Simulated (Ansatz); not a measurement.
Born–Oppenheimer molecular dynamics of CH₆Si₂ (9 atoms, charge 0, multiplicity 1). It starts from a rough guess of a transition structure, not a stationary point.

Level of theory: UKS B3LYP-D4/6-31G in Ansatz.

```
ensemble                      : NVE (velocity Verlet)
time step                     : 0.5 fs
steps asked                   : 150
starting velocities drawn for : 1000 K
seed                          : 420367
```

Frames 2.5 fs apart, positions in Å, forces in eV/Å.

Velocities at 45.0 fs (Å/ps):

```
C 6.53 -4.68 7.56
Si -1.16 1.57 2.89
Si -1.55 -1.34 -2.97
H 21.55 10.87 -5.79
H -23.35 23.38 7.92
H 11.57 -12.68 -8.79
H 10.79 7.21 -9.34
H 2.79 6.33 -33.92
H -25.79 14.14 -38.10
```

```xyz
9
Properties=species:S:1:pos:R:3:forces:R:3 time_fs=45.0 energy_less_start_eV=0.488 T=465
C -0.230 0.810 0.322 -0.29 -0.81 1.16
Si 0.959 -0.981 -0.010 -2.35 1.00 -2.18
Si -0.716 -0.317 -1.732 -0.33 -0.83 1.10
H -1.946 -1.254 -0.909 1.28 0.71 -0.67
H -0.331 0.693 1.422 0.20 -0.26 -0.40
H -1.163 1.301 0.097 -1.00 -0.30 -0.59
H 0.463 1.568 0.126 1.53 1.24 -0.26
H 0.317 -1.779 0.963 -0.53 -1.27 1.49
H 2.139 -0.420 0.558 1.50 0.53 0.33
9
Properties=species:S:1:pos:R:3:forces:R:3 time_fs=47.5 energy_less_start_eV=0.310 T=661
C -0.213 0.798 0.344 0.80 1.13 0.24
Si 0.954 -0.976 -0.005 -2.73 1.18 -2.39
Si -0.721 -0.321 -1.738 0.14 -0.57 0.78
H -1.857 -1.208 -0.942 0.79 0.35 -0.39
H -0.381 0.743 1.432 0.40 -0.29 -0.11
H -1.163 1.260 0.056 -0.44 -0.43 -0.59
H 0.520 1.606 0.101 -0.32 -0.58 0.42
H 0.305 -1.806 0.930 -0.44 -1.31 1.58
H 2.129 -0.366 0.477 1.80 0.53 0.47
9
Properties=species:S:1:pos:R:3:forces:R:3 time_fs=50.0 energy_less_start_eV=0.101 T=891
C -0.193 0.791 0.366 0.47 1.82 -0.73
Si 0.942 -0.968 -0.006 -1.96 0.90 -0.46
Si -0.724 -0.326 -1.743 1.43 0.38 -0.26
H -1.725 -1.144 -0.995 -0.58 -0.69 0.54
H -0.408 0.776 1.435 0.32 -0.22 0.23
H -1.187 1.194 -0.018 0.76 -0.64 -0.09
H 0.563 1.617 0.098 -1.15 -1.14 0.65
H 0.272 -1.905 0.983 0.58 0.04 0.19
H 2.216 -0.286 0.420 0.13 -0.46 -0.08
9
Properties=species:S:1:pos:R:3:forces:R:3 time_fs=52.5 energy_less_start_eV=0.287 T=687
C -0.171 0.792 0.386 -0.65 0.14 -0.38
Si 0.927 -0.959 -0.007 -1.07 0.73 0.64
Si -0.725 -0.331 -1.748 2.52 1.26 -1.33
H -1.628 -1.123 -1.015 -1.81 -1.68 1.46
H -0.417 0.795 1.450 0.13 -0.16 0.06
H -1.170 1.091 -0.098 0.95 -0.32 0.35
H 0.547 1.570 0.131 -0.12 0.21 0.15
H 0.270 -2.005 1.051 1.02 0.89 -0.65
H 2.314 -0.230 0.361 -0.97 -1.06 -0.31
9
Properties=species:S:1:pos:R:3:forces:R:3 time_fs=55.0 energy_less_start_eV=0.205 T=778
C -0.152 0.793 0.403 -1.13 -2.05 0.61
Si 0.909 -0.948 -0.007 -0.45 0.67 0.96
Si -0.720 -0.333 -1.756 1.40 0.15 -0.64
H -1.627 -1.191 -0.958 -0.83 -0.73 0.59
H -0.417 0.805 1.468 -0.06 -0.14 -0.21
H -1.102 0.972 -0.158 0.07 0.33 0.38
H 0.528 1.538 0.172 1.26 1.80 -0.46
H 0.327 -2.054 1.082 0.97 1.12 -0.93
H 2.358 -0.235 0.285 -1.22 -1.15 -0.30
9
Properties=species:S:1:pos:R:3:forces:R:3 time_fs=57.5 energy_less_start_eV=-0.058 T=1068
C -0.138 0.786 0.424 1.36 -0.75 0.32
Si 0.890 -0.935 -0.005 -0.13 0.70 0.76
Si -0.713 -0.335 -1.765 0.10 -1.23 0.33
H -1.676 -1.302 -0.866 0.33 0.51 -0.56
H -0.422 0.807 1.476 -0.27 -0.07 -0.06
H -1.031 0.872 -0.198 -0.86 0.84 0.19
H 0.565 1.593 0.191 -0.33 0.01 0.00
H 0.440 -2.039 1.060 0.62 0.87 -0.77
H 2.332 -0.308 0.191 -0.82 -0.89 -0.22
9
Properties=species:S:1:pos:R:3:forces:R:3 time_fs=60.0 energy_less_start_eV=-0.044 T=1053
C -0.117 0.774 0.445 1.86 0.43 -0.40
Si 0.871 -0.921 -0.002 -0.51 1.08 -0.29
Si -0.705 -0.339 -1.774 -0.41 -1.74 0.68
H -1.709 -1.387 -0.804 0.68 0.98 -0.97
H -0.442 0.805 1.479 -0.33 0.00 0.10
H -1.004 0.820 -0.223 -0.56 0.97 0.51
H 0.588 1.653 0.210 -1.25 -1.27 0.31
H 0.589 -1.976 0.996 -0.04 -0.27 0.22
H 2.262 -0.432 0.084 0.55 -0.18 -0.15
9
Properties=species:S:1:pos:R:3:forces:R:3 time_fs=62.5 energy_less_start_eV=0.026 T=976
C -0.088 0.765 0.466 -0.04 0.04 -0.23
Si 0.850 -0.904 0.001 -0.97 1.59 -1.36
Si -0.698 -0.347 -1.781 -0.60 -1.73 0.77
H -1.703 -1.414 -0.798 0.65 1.05 -1.00
H -0.480 0.803 1.487 -0.05 -0.05 -0.14
H -1.009 0.823 -0.218 0.15 0.70 0.76
H 0.544 1.648 0.244 -0.37 -0.49 0.12
H 0.737 -1.931 0.947 -0.53 -1.55 1.37
H 2.225 -0.567 -0.034 1.76 0.43 -0.28
9
Properties=species:S:1:pos:R:3:forces:R:3 time_fs=65.0 energy_less_start_eV=-0.141 T=1159
C -0.059 0.754 0.485 -2.34 -1.13 0.53
Si 0.828 -0.885 0.001 0.67 0.40 -0.79
Si -0.693 -0.359 -1.786 -0.58 -1.41 0.61
H -1.659 -1.380 -0.851 0.34 0.86 -0.79
H -0.520 0.797 1.487 0.38 -0.16 -0.18
H -1.007 0.868 -0.170 0.39 0.21 0.44
H 0.484 1.621 0.284 1.26 1.48 -0.25
H 0.856 -1.966 0.969 -0.62 -0.68 0.66
H 2.279 -0.680 -0.167 0.51 0.43 -0.23
9
Properties=species:S:1:pos:R:3:forces:R:3 time_fs=67.5 energy_less_start_eV=-0.079 T=1089
C -0.041 0.740 0.506 -1.75 0.98 0.37
Si 0.808 -0.864 -0.001 2.76 -1.51 -0.19
Si -0.688 -0.373 -1.791 0.09 -0.49 -0.19
H -1.598 -1.297 -0.949 -0.60 0.03 -0.01
H -0.539 0.781 1.480 0.56 -0.22 0.40
H -0.985 0.926 -0.099 0.08 -0.15 -0.26
H 0.485 1.663 0.314 0.70 0.17 0.17
H 0.936 -2.040 1.030 -0.76 0.74 -0.48
H 2.363 -0.767 -0.312 -1.10 0.44 0.20
9
Properties=species:S:1:pos:R:3:forces:R:3 time_fs=70.0 energy_less_start_eV=0.373 T=594
C -0.032 0.731 0.529 -0.56 3.13 0.21
Si 0.793 -0.847 -0.003 3.54 -2.57 -0.26
Si -0.683 -0.389 -1.796 1.29 0.78 -1.36
H -1.576 -1.215 -1.045 -1.96 -1.17 1.09
H -0.525 0.752 1.495 0.56 -0.21 0.80
H -0.958 0.977 -0.041 -0.25 -0.23 -0.71
H 0.528 1.715 0.354 -0.23 -1.52 0.53
H 0.972 -2.074 1.065 -0.81 1.25 -0.86
H 2.388 -0.827 -0.446 -1.57 0.54 0.56
9
Properties=species:S:1:pos:R:3:forces:R:3 time_fs=72.5 energy_less_start_eV=0.119 T=873
C -0.026 0.737 0.554 -0.77 2.72 0.65
Si 0.785 -0.835 -0.006 3.15 -2.70 -0.50
Si -0.676 -0.403 -1.803 0.87 0.49 -1.08
H -1.661 -1.194 -1.084 -1.58 -0.82 0.78
H -0.478 0.712 1.554 0.53 -0.16 0.21
H -0.944 1.015 -0.023 -0.08 -0.24 -0.39
H 0.562 1.686 0.422 -0.10 -1.00 0.38
H 0.961 -2.036 1.051 -0.72 1.10 -0.73
H 2.321 -0.854 -0.548 -1.30 0.61 0.70
```

Of the whole run (75 fs, mean temperature of the second half 828 K): The conserved energy stayed within 0.7 meV per atom of its start (net change 0.15 meV per atom), so the integration is sound. A run of 0.075 ps of so small a system gives no equilibrium averages. The orbitals stay closed-shell, which can raise the energy where a bond breaks towards radicals; this wasn't checked here. Limits of this set-up: no polarisation functions.

Time of the run: 20 min on 1 CPU thread of a shared host.
